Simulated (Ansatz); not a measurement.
One crystal and one scan (energy against volume) at two levels, PBE (plane waves to 420 eV, PAW, scalar-relativistic; Ansatz, a quantum-chemistry and plane-wave program) and PBEsol (plane waves to 420 eV, PAW, scalar-relativistic; Ansatz), each from its own relaxed cell and on its own mesh. The cell shown is that of PBE.

InAs (zinc blende)

```
InAs
1.0
    0.00000     3.09316     3.09316
    3.09316     0.00000     3.09316
    3.09316     3.09316     0.00000
As In
1 1
Direct
  0.75000   0.75000   0.75000
  0.00000   0.00000   0.00000
```

E(V) scan at fixed shape, V₀ the volume above. Symmetry pins the atoms to their sites.

Energies are smeared free energies. InAs was relaxed with its symmetry unable to fall. Both scans cover V/V₀ from 0.840 to 1.160.

ΔE (meV/atom), each from the relaxed starting cell of its own level:

```tsv
V/V₀	PBE	PBEsol
0.840	160	175
0.872	96	104
0.904	50	55
0.936	21	23
0.968	5	5
1.000	0	0
1.032	4	5
1.064	16	18
1.096	34	38
1.128	58	withheld
1.160	86	94
```

Question: Estimate the PBEsol value at 1.128 from the PBE value there and the ratio of the two levels in the two nearest given rows on that side of the minimum.

Answer: At 1.096 and 1.160 the ratio PBEsol/PBE averages 1.105, which gives 1.105 × 58 = 64 meV/atom. The calculation gives 63 meV/atom, +8.6 % against PBE.

(Under strain, the slope of the energy per volume gives the stress and its curvature an elastic modulus.)
